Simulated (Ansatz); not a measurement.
**C4H6O: basis-set convergence**

The task here is to estimate one member of a computed series from the others.

Program: Ansatz 0.2.0, Gaussian basis. Level of theory: one geometry, several basis sets. These are calculated values, not measurements.

The runs, in order: PBE0-D4/def2-SVP; ωB97M-V/def2-SVP; PBE0-D4/def2-QZVPP; ωB97M-V/def2-QZVPP; the functionals' def2-TZVPP values are taken from earlier runs.

## Structure used throughout

An earlier PBE0-D4 in a triple-zeta def2 set relaxation fixed the geometry.

SMILES `C=C=C(C)O`, 11 atoms, charge 0, spin multiplicity 1.

Atoms are counted from 1 here; the program's logs count them from 0.

Bond lengths: C1–C2 1.302 Å, C1–H6 1.088 Å, C1–H7 1.088 Å, C2–C3 1.308 Å, C3–C4 1.488 Å, C3–O5 1.370 Å, C4–H8 1.093 Å, C4–H9 1.088 Å, C4–H10 1.093 Å, O5–H11 0.962 Å. Angles: C2–C1–H6 121.8°, C2–C1–H7 121.8°, H6–C1–H7 116.4°, C1–C2–C3 179.9°, C2–C3–C4 124.5°, C2–C3–O5 123.5°, C4–C3–O5 112.0°, C3–C4–H8 110.0°, C3–C4–H9 110.9°, C3–C4–H10 110.0°, H8–C4–H9 109.2°, H8–C4–H10 107.7°, H9–C4–H10 109.2°, C3–O5–H11 108.6°.

The first run:

Input file in.yaml:

```yaml
crystal:
  periodic: [false, false, false]
  atoms:
    - {symbol: C, position_ang: [-0.883230, 1.596293, -1.107377]}
    - {symbol: C, position_ang: [-0.377123, 0.531640, -0.553974]}
    - {symbol: C, position_ang: [0.132254, -0.536251, 0.003464]}
    - {symbol: C, position_ang: [0.759311, -0.565469, 1.352880]}
    - {symbol: O, position_ang: [0.148637, -1.767590, -0.596503]}
    - {symbol: H, position_ang: [-1.927309, 1.870978, -0.972450]}
    - {symbol: H, position_ang: [-0.283748, 2.260268, -1.726716]}
    - {symbol: H, position_ang: [1.797756, -0.899080, 1.274956]}
    - {symbol: H, position_ang: [0.734326, 0.420470, 1.813107]}
    - {symbol: H, position_ang: [0.230344, -1.275021, 1.995101]}
    - {symbol: H, position_ang: [-0.265720, -1.693338, -1.461889]}
basis:
  gaussian: {orbitals: def2-SVP}
hamiltonian: {xc: pbe0, dispersion: d4}
output: {orbitals: {seedname: orbitals}}
```

Launch:

```console
ansatz run in.yaml --threads 4 --pin off --events-out ev --progress --plain --max-ram 10444MiB
```

Among the steps run: PBE0-D4 in def2-SVP; ωB97M-V in def2-SVP; PBE0-D4 in def2-QZVPP; ωB97M-V in def2-QZVPP.

One of the session's tables, all rows but one given; the rest of the session is left out.

It belongs to the step «Density functionals: the series». 

| functional | basis | HOMO (eV) | LUMO (eV) |
| --- | --- | --- | --- |
| PBE0-D4 | def2-SVP | -6.28 | 0.18 |
| PBE0-D4 | def2-TZVPP | -6.40 | -0.05 |
| PBE0-D4 | def2-QZVPP | ? | ? |
| ωB97M-V | def2-SVP | -8.47 | 2.37 |
| ωB97M-V | def2-TZVPP | -8.61 | 1.99 |
| ωB97M-V | def2-QZVPP | -8.64 | 1.62 |

Q: Estimate the row for PBE0-D4, def2-QZVPP from the others.

The run gave: HOMO (eV): -6.43; LUMO (eV): -0.14. In the column «HOMO (eV)» it lies between ωB97M-V, def2-SVP (-8.47) and PBE0-D4, def2-TZVPP (-6.40).
